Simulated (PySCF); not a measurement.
**AlHClO (SMILES [O][AlH][Cl]) at UB3LYP/STO-3G**

What is the energy change on altering one bond length of AlHClO at UB3LYP/STO-3G? Input form: a Python script.

The calculation is run with PySCF 2.14.0.

11 further runs of the same task are left out: 4 that didn't finish, 7 set aside as unsound or not needed.

## (1) The system as given

The species is AlHClO (4 atoms), meant as a doublet with charge 0. As SMILES, `[O][AlH][Cl]`. Geometry: relaxed at PBE0-D4/def2-TZVP.

Bond lengths: O1–Al2 1.729 Å, Al2–Cl3 2.081 Å, Al2–H4 1.566 Å. Angles: O1–Al2–Cl3 116.2°, O1–Al2–H4 118.8°, Cl3–Al2–H4 125.0°.

## (2) The energy at UB3LYP/STO-3G

Input file job.py:

```python
# [O][AlH][Cl]
from pyscf import gto, dft

mol = gto.M(
    atom='''
O      0.290600    -1.035900     1.350600
Al     0.118400     0.049000     0.015600
Cl    -1.573200    -0.210600    -1.168800
H      1.219700     1.137300    -0.217800
''',
    spin=1,
    max_memory=1860,
    basis='sto-3g',
    verbose=3,
    charge=0,
)

ks = dft.UKS(mol)
ks.xc = 'b3lyp'
ks.grids.level = 5
ks.conv_tol = 1e-10
ks.kernel()
if not ks.converged:
    ks = ks.newton().run(ks.mo_coeff, ks.mo_occ)

energy = ks.e_tot
print(f'total energy: {energy:.8f} hartree')
```

Command:

```bash
$ OMP_NUM_THREADS=1 python job.py
```

Standard output:

```text
WARN: HOMO -0.366007998327313 >= LUMO -0.366007998327312

converged SCF energy = -769.513139888453  <S^2> = 0.75385552  2S+1 = 2.0038518
total energy: -769.51313989 hartree
```

Wall time 6 s (1 thread of Intel Xeon Platinum 8375C at 2.90GHz (Ice Lake), shared host); peak memory 0.22 GiB.

## (3) The distorted shape, same level

Input file job.py:

```python
from pyscf import gto, dft

mol = gto.M(
    atom='O 0.376704 -1.578376 2.018132; Al 0.118400 0.049000 0.015600; Cl -1.573200 -0.210600 -1.168800; H 1.219700 1.137300 -0.217800',
    verbose=4,
    basis='sto-3g',
    charge=0,
    spin=1,
    max_memory=1860,
)

mf = dft.UKS(mol, xc='b3lyp')
mf.grids.level = 5
mf.conv_tol = 1e-10
mf.kernel()
if not mf.converged:
    mf = mf.newton().run(mf.mo_coeff, mf.mo_occ)

energy = mf.e_tot
print('E(%s) = %.9f' % ('B3LYP', energy))
```

Command:

```bash
$ OMP_NUM_THREADS=1 python job.py
```

Standard output:

```text
PySCF version 2.14.0

[INPUT] num. atoms = 4
[INPUT] num. electrons = 39
[INPUT] charge = 0
[INPUT] spin (= nelec alpha-beta = 2S) = 1
[INPUT] symmetry False subgroup None
[INPUT] Mole.unit = angstrom
[INPUT] Symbol           X                Y                Z      unit          X                Y                Z       unit  Magmom
[INPUT]  1 O      0.376704000000  -1.578376000000   2.018132000000 AA    0.711867390028  -2.982698361587   3.813716763221 Bohr   0.0
[INPUT]  2 Al     0.118400000000   0.049000000000   0.015600000000 AA    0.223743573149   0.092596580104   0.029479727543 Bohr   0.0
[INPUT]  3 Cl    -1.573200000000  -0.210600000000  -1.168800000000 AA   -2.972917139166  -0.397976321833  -2.208711894392 Bohr   0.0
[INPUT]  4 H      1.219700000000   1.137300000000  -0.217800000000 AA    2.304898954132   2.149185521468  -0.411582349930 Bohr   0.0

nuclear repulsion = 103.838261916165
number of shells = 14
number of NR pGTOs = 72
number of NR cGTOs = 24
basis = sto-3g
ecp = {}

******** <class 'pyscf.dft.uks.UKS'> ********
method = UKS
initial guess = minao
damping factor = 0
level_shift factor = 0
DIIS = <class 'pyscf.scf.diis.CDIIS'>
diis_start_cycle = 1
diis_space = 8
diis_damp = 0
SCF conv_tol = 1e-10
SCF conv_tol_grad = None
SCF max_cycles = 50
direct_scf = True
direct_scf_tol = 1e-13
number electrons alpha = 20  beta = 19
XC library pyscf.dft.libxc version 7.0.0
    S. Lehtola, C. Steigemann, M. J.T. Oliveira, and M. A.L. Marques.,  SoftwareX 7, 1–5 (2018)
XC functionals = b3lyp
    P. J. Stephens, F. J. Devlin, C. F. Chabalowski, and M. J. Frisch.,  J. Phys. Chem. 98, 11623 (1994)
radial grids:
    Treutler-Ahlrichs [JCP 102, 346 (1995); DOI:10.1063/1.469408] (M4) radial grids

becke partition: Becke, JCP 88, 2547 (1988); DOI:10.1063/1.454033
pruning grids: <function nwchem_prune>
grids dens level: 5
symmetrized grids: False
atomic radii adjust function: <function treutler_atomic_radii_adjust>
small_rho_cutoff = 0
Set gradient conv threshold to 1e-05
tot grids = 152616
init E= -768.710553469444
[... the frontier-level lines of each cycle are left out ...]



cycle= 1 E= -769.140129045329  delta_E= -0.43  |g|= 0.352  |ddm|= 1.74
cycle= 2 E= -762.91694964624  delta_E= 6.22  |g|= 1.55  |ddm|= 4.05
cycle= 3 E= -769.339610345097  delta_E= -6.42  |g|= 0.148  |ddm|= 3.81
cycle= 4 E= -769.353711127437  delta_E= -0.0141  |g|= 0.109  |ddm|= 0.615
cycle= 5 E= -769.36631368845  delta_E= -0.0126  |g|= 0.0533  |ddm|= 0.17
cycle= 6 E= -769.369695276277  delta_E= -0.00338  |g|= 0.0384  |ddm|= 0.138
cycle= 7 E= -769.372600303623  delta_E= -0.00291  |g|= 0.024  |ddm|= 0.154
cycle= 8 E= -769.374483546575  delta_E= -0.00188  |g|= 0.0106  |ddm|= 0.386
cycle= 9 E= -769.374935872983  delta_E= -0.000452  |g|= 0.00435  |ddm|= 0.0898
cycle= 10 E= -769.374975843365  delta_E= -4e-05  |g|= 0.00065  |ddm|= 0.0181
cycle= 11 E= -769.374978015208  delta_E= -2.17e-06  |g|= 1.7e-05  |ddm|= 0.00788
cycle= 12 E= -769.374978016582  delta_E= -1.37e-09  |g|= 7.87e-06  |ddm|= 0.000305
cycle= 13 E= -769.374978016853  delta_E= -2.71e-10  |g|= 2.71e-06  |ddm|= 6.05e-05
cycle= 14 E= -769.374978016904  delta_E= -5.13e-11  |g|= 1.37e-06  |ddm|= 2.63e-05
Extra cycle  E= -769.374978016923  delta_E= -1.88e-11  |g|= 1.5e-06  |ddm|= 1.19e-05
converged SCF energy = -769.374978016923  <S^2> = 1.1149336  2S+1 = 2.3366074
E(B3LYP) = -769.374978017
```

It took 6.6 s on 1 thread of Intel Xeon Platinum 8375C at 2.90GHz (Ice Lake), shared host; peak memory 0.23 GiB.

## (4) Summary of results

At UB3LYP/STO-3G:

```
                                                          quantity          value
                                         first shape: total energy  -769.51314 Eh
                                        first shape: dipole moment         2.30 D
                   first shape: HOMO energy (highest over α and β)       -4.48 eV
                    first shape: LUMO energy (lowest over α and β)       -0.02 eV
                                                 first shape: ⟨S²⟩          0.754
                                     distorted shape: total energy  -769.37498 Eh
                                    distorted shape: dipole moment         2.20 D
               distorted shape: HOMO energy (highest over α and β)       -2.29 eV
                distorted shape: LUMO energy (lowest over α and β)        1.24 eV
                                             distorted shape: ⟨S²⟩          1.115
energy change with the O1–Al2 bond stretched from 1.729 to 2.593 Å       3.760 eV
```

In words: With the O1–Al2 bond stretched from 1.729 to 2.593 Å the energy rises by 3.76 eV (87 kcal/mol). The first shape isn't relaxed at this level, so the change isn't measured from a minimum. The minimal basis adds a large error of its own. Mulliken charges (first shape) run from -0.44 on Cl3 to +0.88 on Al2; they depend strongly on the basis. ⟨S²⟩ (distorted shape) is 1.11 where a pure doublet has 0.75: the reference is spin-contaminated.
